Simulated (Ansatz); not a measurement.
# How far each method lies from UCCSDT(Q) for Ge–NH2⁺, triplet

Geometry: that of the Ge–NH2, doublet, kept fixed. The singlet lies 3.4 eV lower here.

```xyz
4

Ge    0.0000    0.0000    0.3411
N     0.0000    0.0000   -1.4753
H     0.0000    0.8361   -2.0406
H     0.0000   -0.8361   -2.0406
```

Basis cc-pVDZ; Ansatz 0.2.0. Only valence electrons are correlated (noble-gas cores and the filled d shells of p-block atoms frozen), which leaves 10 electrons in 36 orbitals. R marks a restricted (for open shells ROHF) determinant, U an unrestricted one. Active spaces: valence = (10e, 10o) chosen from the atoms' valence shells. No spin–orbit coupling is included, and no scalar relativity.

Full CI isn't at hand for all of this; UCCSDT(Q) serves as the reference, and is uncertain by about the last step of the cluster series. The frozen core follows each run's orbitals, which can shift R against U totals by a few meV for light atoms and by up to 0.1 eV past Ca.

- UHF ⟨S²⟩: 2.028
- T1 diagnostic (RCCSD): 0.0182
- largest doubles amplitude (RCCSD): 0.080
- T1 diagnostic (UCCSD): 0.0134

| level | E − E(UCCSDT(Q)) (kJ/mol) | share of correlation (%) | wall time |
| --- | --- | --- | --- |
| UHF | 574.4 | 3.59 | – |
| UMP2 | 97.8 | 83.59 | – |
| UCCSD | 13.8 | 97.68 | – |
| UCCSD(T) | 2.6 | 99.57 | 10 s |
| UCCSDT | 0.8 | 99.87 | – |

The correlation energy at UCCSDT(Q), counted from RHF, is -6.175 eV. That run took 20 s on 1 thread of Arm Neoverse V2, shared host.

Run but not shown, since their state or frozen core can't be matched to the reference's or they repeat it: RHF, RMP2, RCCSD, RCCSD(T), BCCD(T), RCCSDT, RCCSDT(Q), CASSCF (valence space), NEVPT2 (valence space), MRCISD (valence space), MRCISD+Q (valence space).

Times hold each run's SCF and search for its determinant on a shared host, so for small cases they say little of a method's own cost; they ran on 1 thread of Arm Neoverse V2.

Natural occupations of CASSCF (valence space) about the gap: 1.980 1.977 1.947 1.000 1.000 0.048 0.022 0.021 0.018; effectively unpaired electrons, Σ n²(2−n)², 2.03.
